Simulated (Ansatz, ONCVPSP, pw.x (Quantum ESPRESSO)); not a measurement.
From atom to crystal: ONCV potential for H (Z = 1)

H (Z = 1), optimised norm-conserving Vanderbilt (ONCV), made with ONCVPSP 4.0.1.1 (patched build) (PBEsol, scalar-relativistic). Core none, reference 1s1. Waves: 1s: rc 1.15 bohr, ncon 3, nbas 5, qcut 6.4 1/bohr, 3 projectors, debl 1.9 Ha. Local part: polynomial inside 1.15 bohr (lpopt 5, dvloc0 -1 Ha). Core correction: none.

Atomic tests: cutoffs needed: 14 Ha and 20 Ha (the cutoffs (Ha) at which the residual kinetic energy of the hardest occupied pseudo-wave falls to 1 and 0.1 mHa per electron); ghost test: no bound ghost flagged; no localised positive-energy state flagged.

Crystal test: fcc H in pw.x 7.5, no spin, 18³ k-points, Fermi–Dirac smearing 0.01 Ry, cutoffs 50/200 Ry. The reference is all-electron LAPW (Ansatz 0.2.0) with the same functional, mesh and smearing; V0 and B0 come from Birch–Murnaghan fits to the pressures at five volumes. Errors are pseudo minus all-electron; Δ is the rms difference of the E(V) curves that follow from these fits, minima aligned, over ±6 % about the mean V0. Mesh and smearing are coarse, so the numbers serve the comparison and aren't converged zero-temperature values; the lattice is a test structure that the element need not adopt.

```tsv
V (Å³/atom)	P all-electron (GPa)	P pseudo (GPa)
2.771	6.23	-10.39
2.844	2.90	-12.61
2.917	-0.10	-14.59
2.990	-2.80	-16.36
3.063	-5.23	-17.94
```

All-electron: a0 = 2.267 Å (V0 = 2.91 Å³/atom), B0 = 114.1 GPa.

Pseudopotential: mean pressure error (GPa): -14.58. The pressure does not cross zero within the volumes sampled, so no fit is given. This is a poor potential for the solid.

Problem. At the middle volume, how do free energy and pressure move when the wave cutoff is lowered (ecutrho kept at four times it)?

Solution.

| cutoff (Ry) | shift of F (meV/atom) | shift of P (GPa) |
| --- | --- | --- |
| 22 | +81.3 | -8.85 |
| 30 | +16.8 | -3.10 |
| 40 | +1.2 | -0.57 |

The run at the middle volume (195 k-points, 3 iterations) took about 1.6 s on one core of a shared host (Neoverse-N1, 64 threads, 124 GiB, load 58).
